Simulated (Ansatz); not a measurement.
nitrogen trifluoride (F3N), SMILES FN(F)F.

Geometry optimised at B3LYP-D3(BJ)/def2-TZVP.

Two levels are set side by side: PBE/def2-SVPD (Ansatz, a first-principles code) and CAM-B3LYP/def2-SVPD (Ansatz). Energy differences of separate SCF runs at the same geometry; the states with an electron removed or added have multiplicity 2 and 2. Differences are taken from unrounded values.

| quantity | CAM-B3LYP |
|---|---|
| vertical ionisation energy (eV) | 13.83 |
| vertical singlet–triplet gap (eV) | 6.70 |

What does PBE give, and how far is it from CAM-B3LYP? (The exact figures need the calculation; the answer reports its results.)


```
quantity                             PBE  PBE minus CAM-B3LYP
---------------------------------  -----  -------------------
vertical ionisation energy (eV)    13.14                -0.69
vertical singlet–triplet gap (eV)   6.51                -0.18
```
